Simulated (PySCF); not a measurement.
**Exercise with solution: entropy of an ideal gas**

SiH₄, SMILES [SiH4].

Coordinates come from a B3LYP-D3(BJ)/def2-TZVPD optimisation. The isomer is the one that the SMILES or the coordinates give; other isomers of the formula were not compared.

PySCF with B3LYP-D3(BJ)/def2-TZVPD gives the harmonic wavenumbers 922, 922, 922, 977, 977, 2236, 2242, 2242, 2242 cm⁻¹ and the rotational temperatures 4.1180, 4.1180, 4.1180 K. The molar mass is 32.12 g/mol, the symmetry number 12, the spin multiplicity 1.

**Question.** Work out the entropy at 298.15 K and 1 atm in the rigid-rotor, harmonic-oscillator model.

**Answer.** 
Translation (Sackur–Tetrode at 1 atm): S = R[1.5 ln M + 2.5 ln T − 1.16487] = 152.0 J/(mol K).
Rotation: q = (√π/σ) T^1.5/√(θA θB θC) = 91.0, S = R[ln q + 3/2] = 50.0 J/(mol K).
Vibration: with u = 1.4388 ν/T, each mode gives R[u/(e^u − 1) − ln(1 − e^−u)]:
```tsv
ν (cm⁻¹)	modes	u	S (J/(mol K))
922	3	4.45	1.61
977	2	4.71	0.86
```
The stiffer modes add less than 0.005 each. Sum 2.5 J/(mol K).
Spin: R ln 1 = 0.0 J/(mol K).
Total 204.5 J/(mol K); the program's own thermochemistry gives 204.5. Translation makes up 74 % and vibration 1 %. Anharmonicity, hindered rotation and orbital degeneracy are left out.
